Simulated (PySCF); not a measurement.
Working out the ionisation energy of Li

Li [He] 2s1 (2S) → Li⁺ 1s2 (1S). All numbers are calculated (PySCF 2.14, scalar relativity by spin-free X2C-1e, in x2c-TZVPPall with one added diffuse shell each of s, p type (6s4p1d, 23 functions)). Frozen: nothing. Energies in hartree (1 hartree = 27.21139 eV):

```
             part  Li (lower)  Li⁺ (upper)
              UHF   -7.433323    -7.236998
MP2 opposite-spin   -0.030666    -0.030027
    MP2 same-spin   -0.000355     0.000000
```

What does Hartree-Fock give?

(-7.236998) − (-7.433323) = 0.196325 hartree = 5.342 eV.

What do MP2 and SCS-MP2 (6/5 opposite-spin, 1/3 same-spin) give?

The opposite-spin parts differ by 0.017 eV and the same-spin parts by 0.010 eV. MP2: 5.342 + (0.017) + (0.010) = 5.369 eV. SCS-MP2: 5.342 + 1.2 × (0.017) + (0.010)/3 = 5.366 eV.

Measured between the centres of the two terms (NIST): 5.392 eV, so MP2 (valence and next inner shell) is off by -0.023 eV.

What remains against the reference includes basis incompleteness and correlation beyond second order.
